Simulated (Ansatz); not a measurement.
# BClH2S (SMILES SBCl): functionals against CCSD(T) at one geometry

The task here is to estimate one member of a computed series from the others.

Program: Ansatz 0.2.0, Gaussian basis. Level of theory: single points in def2-TZVPP. These are calculated values, not measurements.

Cores are frozen in the correlated methods.

### The starting structure

SMILES `SBCl`, 5 atoms, charge 0, spin multiplicity 1.

Atoms are counted from 1 here; the program's logs count them from 0.

Bond lengths: S1–B2 1.921 Å, S1–H4 1.335 Å, B2–Cl3 1.786 Å, B2–H5 0.919 Å. Angles: B2–S1–H4 88.4°, S1–B2–Cl3 108.5°, S1–B2–H5 134.6°, Cl3–B2–H5 116.3°.

Coordinates:

```xyz
5

S    -1.2722   -0.0632   -0.4400
B     0.5241   -0.1356    0.2365
Cl    0.8660   -1.8094    0.7576
H    -1.0680    1.2215   -0.7418
H     1.2361    0.4460    0.2423
```

The first run:

run/in.yaml

```yaml
crystal:
  periodic: [false, false, false]
  atoms:
    - {symbol: S, position_ang: [-1.272200, -0.063200, -0.440000]}
    - {symbol: B, position_ang: [0.524100, -0.135600, 0.236500]}
    - {symbol: Cl, position_ang: [0.866000, -1.809400, 0.757600]}
    - {symbol: H, position_ang: [-1.068000, 1.221500, -0.741800]}
    - {symbol: H, position_ang: [1.236100, 0.446000, 0.242300]}
basis:
  gaussian: {orbitals: def2-TZVPP}
correlation: {method: ccsd_t}
output: {forces: true}
```

The command line of these runs was not kept.

Steps of the session up to this table: CCSD(T)/def2-TZVPP; PBE0-D4/def2-TZVPP; wB97M-V/def2-TZVPP; r2SCAN-D4/def2-TZVPP; PBE-D4/def2-TZVPP; r2SCANh-D4/def2-TZVPP; BLYP-D4/def2-TZVPP.

One table of the session follows, with a row left open; its other results are not shown here.

```
    method  RMS force component (eV/Å)  angle to CCSD(T) forces (°)  dipole (D)
   CCSD(T)                       5.499                    reference        1.77
   PBE0-D4                       5.541                          0.8        1.78
   wB97M-V                       5.430                          0.6        1.77
 r2SCAN-D4                       5.483                          0.5        1.77
    PBE-D4                           ?                            ?           ?
r2SCANh-D4                       5.502                          0.6        1.80
   BLYP-D4                       5.308                          1.8        1.63
```

Estimate the missing values for PBE-D4.

As computed: RMS force component (eV/Å): 5.469; angle to CCSD(T) forces (°): 1.6; dipole (D): 1.63. In the column «RMS force component (eV/Å)» it lies between wB97M-V (5.430) and r2SCAN-D4 (5.483).
